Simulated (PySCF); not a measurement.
Species: SiMe2, C₂H₆Si.
SMILES: `C[Si]C`

The calculation used PBE0-D3(BJ)/def2-SVP geometry optimisation, gas phase (PySCF 2.14.0).

Masses are those of the commonest isotopes; rigid-rotor values at the optimised geometry. 

(1) What are A, B and C (cm⁻¹)?

(2) Classify the top.

(3) Is it planar, by Δ = Ic − Ia − Ib?

(4) Give the other two planar moments, Paa and Pbb, and the rms extents of the mass along the axes.

(5) Give the coordinates in the principal-axis frame, origin at the centre of mass.

(6) Where do the levels up to J = 4 lie, in MHz?

(7) Which types of transition are allowed, and where do some lines up to J = 2 fall?

Answers

(1) Ia = 30.35, Ib = 71.93, Ic = 96.00 u·Å²; 505379 MHz·u·Å²/I gives 16651, 7026 and 5264 MHz, that is A = 0.55542, B = 0.23435, C = 0.17560 cm⁻¹.

(2) An asymmetric top. Ray's parameter κ = (2B − A − C)/(A − C) = -0.691; −1 is the prolate and +1 the oblate limit.

(3) Not planar: Δ = Ic − Ia − Ib = -6.29 u·Å². For a rigid frame Δ = −2 Σ m c², so Σ m c² = 3.14 u·Å² lies off the ab plane, practically all of it from hydrogen. The atom farthest from that plane is 0.92 Å away.

(4) Paa = Σ m a² = (Ib + Ic − Ia)/2 = 68.79 and Pbb = Σ m b² = (Ia + Ic − Ib)/2 = 27.21 u·Å². With the mass M = 58.02 u, the rms extents √(P/M) along a, b and c are 1.09, 0.68, 0.23 Å.

(5) The sense of each axis is arbitrary; atoms in the order of the calculation.
```tsv
atom	mass (u)	a (Å)	b (Å)	c (Å)
Si1	27.977	0.000	0.681	0.000
C2	12.000	1.435	-0.577	0.001
H3	1.008	1.383	-1.203	-0.910
H4	1.008	1.343	-1.274	0.854
H5	1.008	2.428	-0.107	0.039
C6	12.000	-1.435	-0.577	-0.001
H7	1.008	-1.389	-1.190	0.919
H8	1.008	-1.338	-1.287	-0.844
H9	1.008	-2.428	-0.108	-0.051
```

(6) Above 0(0,0):
J = 1: 1(0,1) 12290, 1(1,1) 21916, 1(1,0) 23677
J = 2: 2(0,2) 36650, 2(1,2) 44734, 2(1,1) 50018, 2(2,1) 78894, 2(2,0) 79114
J = 3: 3(0,3) 72661, 3(1,3) 78833, 3(1,2) 89382, 3(2,2) 115764, 3(2,1) 116844, 3(3,1) 168424, 3(3,0) 168442
J = 4: 4(0,4) 119799, 4(1,4) 124078, 4(1,3) 141568, 4(2,3) 164752, 4(2,2) 167853, 4(3,2) 217978, 4(3,1) 218098, 4(4,1) 291169, 4(4,0) 291170
Those of J = 1 are B + C, A + C and A + B.

(7) The dipole components are |μa| = 0.00 D, |μb| = 1.48 D, |μc| = 0.00 D. The squared components, which scale the intensities, stand as 0.00 : 1.00 : 0.00 (a : b : c). Some lines, for components of 0.1 D or more:

```tsv
type	branch	J(Ka,Kc)	MHz	lower level (cm⁻¹)
b	Q	1(1,0) ← 1(0,1)	11387	0.410
b	Q	2(1,1) ← 2(0,2)	13368	1.223
b	R	2(0,2) ← 1(1,1)	14734	0.731
b	R	1(1,1) ← 0(0,0)	21916	0.000
b	Q	2(2,0) ← 2(1,1)	29097	1.668
b	R	2(1,2) ← 1(0,1)	32444	0.410
b	Q	2(2,1) ← 2(1,2)	34160	1.492
b	R	2(2,1) ← 1(1,0)	55218	0.790
b	R	2(2,0) ← 1(1,1)	57199	0.731
```

No PBE0-D3(BJ)/def2-SVP frequencies stand behind this structure, so it isn't proved a minimum. No vibrational averaging or centrifugal distortion is included, and the geometry carries the error of its method. A rigid rotor knows nothing of internal rotation, which can split or shift real lines.
